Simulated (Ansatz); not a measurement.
# [BH4]− (borohydride): levels of theory compared

We compute a comparison of 6 runs (UHF/3-21G, UPBE/3-21G, UPBE0/6-31G, UMP2/6-31G, CCSDT/6-31G, CCSD(T)/6-31G) of [BH4]− (borohydride). 

The results are computed with Ansatz 0.2.0.

5 further runs of the same task are left out: 4 that didn't finish, 1 set aside as unsound or not needed.

## 1. The molecule

The species is [BH4]− (5 atoms), meant as a singlet with charge -1. SMILES: `[BH4-]`. The H2–B1 distance was set to 1.842 Å, away from the relaxed value. At this shape a bond of the SMILES string is far longer than usual.

Bond lengths: B1–H3 1.229 Å, B1–H4 1.229 Å, B1–H5 1.229 Å. Angles: H3–B1–H4 109.5°, H3–B1–H5 109.4°, H4–B1–H5 109.5°.

## 2. The energy at UHF/3-21G (run 1)

Input file in.yaml:

```yaml
crystal:
  periodic: [false, false, false]
  atoms:
    - {symbol: B, position_ang: [-0.341656, -0.498215, -0.109002]}
    - {symbol: H, position_ang: [0.683660, 0.997010, 0.217690]}
    - {symbol: H, position_ang: [0.384584, -1.486875, -0.175962]}
    - {symbol: H, position_ang: [-0.942166, -0.358685, -1.172252]}
    - {symbol: H, position_ang: [-1.151446, -0.646765, 0.803958]}
basis:
  gaussian:
    orbitals: 3-21G.json
total_charge: -1
accuracy: high
magnetization:
  spin_polarized: true
hamiltonian:
  xc: hf
```

The basis set 3-21G is read from a file made from the Basis Set Exchange's data (not shown).

Launch:

```console
$ ansatz run in.yaml --threads 1 --pin off --max-ram 2610MiB --events-out events.jsonl --progress --plain --runs-dir runs
```

Output:

```text
Warning: RAYON_NUM_THREADS=1 ignored (pool sized by the plan → 1); use --threads N
Functional definition: HF
  name "HF"
  exchange = exact_x
  correlation = 0
338 factors; integrals over basis functions are off by at most 9.5e-9 eV
mean field evaluation 1: about -727.5843 eV, gradient 8.3e0 eV
mean field evaluation 2: about -727.5754 eV, gradient 8.3e0 eV
mean field evaluation 4: about -728.2334 eV, gradient 5.9e-1 eV
mean field evaluation 8: about -728.2364 eV, gradient 4.0e-5 eV
mean field evaluation 16: about -728.2039 eV, gradient 5.7e-1 eV
mean field -728.23636995 eV, -26.7621929794 hartree, gradient 8.9e-8 eV, S^2 0.000000; 0 other end points of the search recorded, 0 dependent functions left out
reference -728.23636995 eV, -26.7621929794 hartree; 5, 5 occupied and 12, 12 virtual orbitals, 338 factors
Total energy: -728.23636995 eV, -26.7621929794 hartree
```

Run time: 0.14 s. Hardware: 1 thread of Intel Xeon Platinum 8259CL at 2.50GHz (Skylake/Cascade Lake), shared host.

## 3. The energy at UPBE/3-21G (run 2)

Input file run.yaml:

```yaml
crystal:
  periodic: [false, false, false]
  atoms:
    - {symbol: B, position_ang: [-0.341656, -0.498215, -0.109002]}
    - {symbol: H, position_ang: [0.683660, 0.997010, 0.217690]}
    - {symbol: H, position_ang: [0.384584, -1.486875, -0.175962]}
    - {symbol: H, position_ang: [-0.942166, -0.358685, -1.172252]}
    - {symbol: H, position_ang: [-1.151446, -0.646765, 0.803958]}
basis:
  gaussian:
    orbitals: 3-21G.json
magnetization:
  spin_polarized: true
total_charge: -1
accuracy: high
hamiltonian:
  xc: pbe
```

The basis set 3-21G is read from a file made from the Basis Set Exchange's data (not shown).

Launch:

```console
$ ansatz run run.yaml --threads 1 --pin off --max-ram 2610MiB --events-out events.jsonl --progress --plain --runs-dir runs
```

Output:

```text
Warning: RAYON_NUM_THREADS=1 ignored (pool sized by the plan → 1); use --threads N
Functional definition: PBE
  name "PBE"
  parameter kappa = 0.804
  parameter beta = 0.06672455060314922
  exchange = pbe_x(kappa = kappa, mu = beta*pi^2/3)
  correlation = pbe_c(beta = beta)
338 factors; integrals over basis functions are off by at most 9.5e-9 eV
mean field evaluation 1: about -733.9856 eV, gradient 4.2e0 eV
mean field evaluation 2: about -734.0674 eV, gradient 2.4e0 eV
mean field evaluation 4: about -734.1400 eV, gradient 2.1e-1 eV
mean field evaluation 8: about -734.1105 eV, gradient 3.1e-3 eV
mean field -734.11052157 eV, -26.9780640698 hartree, gradient 4.4e-8 eV, S^2 0.000000; 0 other end points of the search recorded, 0 dependent functions left out
reference -734.11052344 eV, -26.9780641385 hartree; 5, 5 occupied and 12, 12 virtual orbitals, 338 factors
Total energy: -734.11052344 eV, -26.9780641385 hartree
```

Run time: 1.6 s. Hardware: 1 thread of Intel Xeon Platinum 8259CL at 2.50GHz (Skylake/Cascade Lake), shared host; peak memory 0.12 GiB.

Runs 3 to 5 aren't shown in full; the table further down has their settings and results.

## 4. The energy at CCSD(T)/6-31G (run 6)

run.yaml, as its differences from that of step 3:

```diff
@@ -10,8 +10,9 @@
   gaussian:
-    orbitals: 3-21G.json
-magnetization:
-  spin_polarized: true
+    orbitals: 6-31G
+accuracy: high
+scf:
+  omitted_lower_state_checks: [cluster_reference, increment]
 total_charge: -1
-accuracy: high
-hamiltonian:
-  xc: pbe
+correlation:
+  method: ccsd_t
+  frozen_orbitals: {B: 1, H: 0}
```

Launch:

```console
$ ansatz run run.yaml --threads 1 --pin off --max-ram 2610MiB --events-out events.jsonl --progress --plain --runs-dir runs
```

Output (excerpt; [...] marks lines left out):

```text
Warning: RAYON_NUM_THREADS=1 ignored (pool sized by the plan → 1); use --threads N
Functional definition: HF
  name "HF"
[...]
413 factors; integrals over basis functions are off by at most 4.0e-9 eV
[...]
mean field -732.07516337 eV, -26.9032660353 hartree, gradient 2.3e-8 eV, S^2 0.000000; 0 other end points of the search recorded, 0 dependent functions left out
1 core orbitals not correlated: weight in the atoms' cores, before any rotation towards them, 1.000 or more for the frozen orbitals, at most 0.000 for the correlated occupied ones
reference -732.07516337 eV, -26.9032660353 hartree; 4, 4 occupied and 12, 12 virtual orbitals, 413 factors
second order -2.10664982 eV of doubles, -0.00000000 eV of singles
cycle   1  -2.53480667 eV  change   -4.3e-1 eV  update   6.1e-2
[...]
cycle  17  -2.77577623 eV  change  -2.0e-10 eV  update  5.4e-10
perturbative correction -0.05678670 eV, -0.0020868728 hartree
Total energy: -734.90772629 eV, -27.0073608029 hartree
Checks for a lower state left out: cluster_reference, increment
```

It took 0.22 s on 1 thread of Intel Xeon Platinum 8259CL at 2.50GHz (Skylake/Cascade Lake), shared host.

## 5. The series

```
run          level  frozen core orbitals  energy (Eh)  wall time
  1      UHF/3-21G                     –   -26.762193     0.14 s
  2     UPBE/3-21G                     –   -26.978064      1.6 s
  3    UPBE0/6-31G                     –   -27.134891      1.1 s
  4     UMP2/6-31G                     1   -26.980684     0.16 s
  5    CCSDT/6-31G                     1   -27.007853     0.47 s
  6  CCSD(T)/6-31G                     1   -27.007361     0.22 s
```

## 6. What came out

| quantity | value |
| --- | --- |
| run 6: total energy | -27.00736 Eh |
| run 6: correlation energy (1 core orbital frozen) | -104.1 mEh |
| run 6: (T) correction | -2.09 mEh |
| run 6: T1 diagnostic | 0.017 |

**Reading.** Totals of different functionals can't be ranked against each other. All runs together took 3.7 s, the longest 1.6 s.
